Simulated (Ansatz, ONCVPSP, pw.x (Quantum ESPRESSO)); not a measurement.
## tantalum (Ta): one change to the ONCV potential, in the atom and in the bcc crystal

Ta (Z = 73), optimised norm-conserving Vanderbilt (ONCV), made with ONCVPSP 4.0.1.1 (patched build) (PBE, scalar-relativistic). Core [Xe] 4f14, reference 5d3.5 6s1.5. Waves: 6s: rc 2.95 bohr, ncon 4, nbas 7, qcut 1.9 1/bohr, 1 projector; p scattering state at 0.06 Ha: rc 2.60 bohr, ncon 4, nbas 8, qcut 2.9 1/bohr, 1 projector; 5d: rc 2.85 bohr, ncon 3, nbas 8, qcut 4.8 1/bohr, 2 projectors, debl 1.7 Ha. Local part: polynomial inside 2.35 bohr (lpopt 3, dvloc0 1 Ha). Core correction: Teter function, fcfact 2, rcfact 1.2.

Change: core correction Teter function, fcfact 7.6, rcfact 1.2.

Cutoffs, loose and tight: the cutoffs (Ha) at which the residual kinetic energy of the hardest occupied pseudo-wave falls to 1 and 0.1 mHa per electron. They do not see the model core or the augmentation charge, which bear on the density cutoff. Test errors are all-electron minus pseudo excitation energies from the reference, over the configurations 5d3 6s2; 5d3 6s1; 5d3 6s0; 5d2 6s2; variants that change the core or the reference have their own tests.

Crystal test: bcc Ta in pw.x 7.5, no spin, 14³ k-points, Fermi–Dirac smearing 0.01 Ry, cutoffs set for each file from its atomic test. The reference is all-electron LAPW (Ansatz 0.2.0) with the same functional, mesh and smearing; V0 and B0 come from Birch–Murnaghan fits to the pressures at five volumes. Errors are pseudo minus all-electron; Δ is the rms difference of the E(V) curves that follow from these fits, minima aligned, over ±6 % about the mean V0. Mesh and smearing are coarse, so the numbers serve the comparison and aren't converged zero-temperature values; the lattice is a test structure that the element need not adopt.

All-electron: a0 = 3.321 Å (V0 = 18.31 Å³/atom), B0 = 193.2 GPa.

Problem. Does the change bring the crystal closer to the all-electron result?

Solution. The mean pressure error goes from -4.90 to -7.93 GPa, so the change moves the solid further from the all-electron pressures.

```csv
quantity,base,changed
outcome (atom),generated,generated
"cutoff, loose (atom)",8.5 Ha,8.5 Ha
"cutoff, tight (atom)",13 Ha,13 Ha
bound ghosts (atom),none,none
largest test error (meV) (atom),+84,+47
cutoffs in pw.x (Ry),50/200,50/200
a0 (Å),3.292,3.275
a0 error (%),-0.85,-1.38
B0 error (%),-0.0,+3.8
Δ (meV/atom),19.7,32.2
mean pressure error (GPa),-4.90,-7.93
```

Base: The largest radius (2.95 bohr) exceeds half the bond length (2.71 bohr), so the spheres overlap, which is one possible source of error among others. This is a poor potential for the solid. Changed file: The largest radius (2.95 bohr) exceeds half the bond length (2.71 bohr), so the spheres overlap, which is one possible source of error among others. This is a poor potential for the solid.
